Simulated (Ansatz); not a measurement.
Corundum (α-Al2O3): band gap by level of theory

No measured value is used here.

```tsv
level (code)	value (eV)	cell (Å³/atom)
LDA (Ansatz)	6.19 (direct)	8.48
PBE (Ansatz)	(withheld)	8.48
PBE-D4 (Ansatz)	6.09 (direct)	8.59
r²SCAN-D4 (Ansatz)	7.23 (direct)	8.44
r²SCAN+rVV10 (Ansatz)	(withheld)	8.46
HSE06 (Ansatz)	8.12 (direct)	8.48
Hartree–Fock (Ansatz)	17.58 (direct)	8.48
G0W0@PBE (Ansatz)	9.18 (direct)	8.49
```

Task: Fill in the missing entries.

Result: 
- PBE (Ansatz, a quantum-chemistry and plane-wave program), value (eV): 6.25 (direct)
- r²SCAN+rVV10 (Ansatz), value (eV): 7.15 (direct)

Computed values are for a static lattice.  Values are at the measured cell; PBE-D4 at the level's own relaxed cell; r²SCAN-D4 at the level's own equilibrium cell; r²SCAN+rVV10 at the level's own relaxed cell. Cutoffs and k meshes differ between the levels. Ansatz's density-functional and Hartree–Fock values are scalar-relativistic unless marked +SOC, with PAW data made under PBE.
